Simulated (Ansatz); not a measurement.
## C3H5N, SMILES C=CC=N: a short molecular-dynamics run, step by step

With the Ansatz DFT code, driven from Python.

Notebook, run cell by cell (the value of a cell's last expression is shown):

In [1]:
```python
import warnings

import ansatz as az
import numpy as np
from rdkit import Chem
from rdkit.Chem import AllChem
```

In [2]:
```python
warnings.simplefilter("ignore", az.DeckWarning)
```

In [3]:
```python
rd = Chem.AddHs(Chem.MolFromSmiles("C=CC=N"))
AllChem.EmbedMolecule(rd, randomSeed=894)
AllChem.UFFOptimizeMolecule(rd)
system = az.Crystal.molecule()
for atom, xyz in zip(rd.GetAtoms(), rd.GetConformer().GetPositions()):
    system = system.atom(atom.GetSymbol(), xyz.round(5).tolist())
```

In [4]:
```python
setup = (
    system.calculation()
    .basis(gaussian="6-31G")
    .functional("B3LYP")
    .md("nvt_langevin", timestep=1.0, steps=30, temperature=200, initial_velocities="maxwell_boltzmann", seed=19, friction=0.01)
)
frames = []
result = setup.session().plan().execute(on_event=lambda e: frames.append(e["data"]) if e["event"] == "md_step" else None)
print("t (fs)   E_pot (eV)      E_kin (eV)   T (K)   d(0-1) (A)")
for f in frames[::2]:
    xyz = np.array(f["positions_ang"])
    print(f"{f['time_fs']:6.2f} {f['lagrangian_ev']:14.5f} {f['e_kin_ev']:10.5f} {f['temperature_k']:8.1f} {np.linalg.norm(xyz[0] - xyz[1]):9.4f}")
print("mean temperature", round(float(np.mean([f["temperature_k"] for f in frames])), 1), "K")
```
```text
t (fs)   E_pot (eV)      E_kin (eV)   T (K)   d(0-1) (A)
  0.00    -4679.79302    0.20682    177.8    1.3296
  2.00    -4679.79297    0.19965    171.6    1.3325
  4.00    -4679.78568    0.18898    162.4    1.3389
  6.00    -4679.79896    0.19666    169.1    1.3479
  8.00    -4679.71188    0.15261    131.2    1.3554
 10.00    -4679.72862    0.16460    141.5    1.3547
 12.00    -4679.76180    0.20042    172.3    1.3458
 14.00    -4679.76923    0.22239    191.2    1.3336
 16.00    -4679.86899    0.32239    277.1    1.3276
 18.00    -4679.82959    0.29955    257.5    1.3291
 20.00    -4679.77844    0.26315    226.2    1.3328
 22.00    -4679.76194    0.23974    206.1    1.3365
 24.00    -4679.67325    0.16797    144.4    1.3443
 26.00    -4679.69155    0.17828    153.2    1.3557
 28.00    -4679.68175    0.17452    150.0    1.3667
 30.00    -4679.71634    0.22024    189.3    1.3726
mean temperature 182.4 K
```

Caveats:
- Total energies depend on the basis set; only differences at equal settings carry meaning.
- The trajectory is only some femtoseconds long, so its temperature is not equilibrated; where the script doesn't relax first, it starts from a rough generated geometry.
- b3lyp holds the VWN-RPA fit, as in Gaussian; the form of ORCA and Turbomole is b3lyp5.
- The printed temperature counts all 3N degrees of freedom under Langevin dynamics, so the first row lies under the target.
- With hydrogen a step over 0.5 fs is long.
- Finished in 54 s on 1 thread of Arm Neoverse V1, on a shared host, peak memory 0.23 GiB.
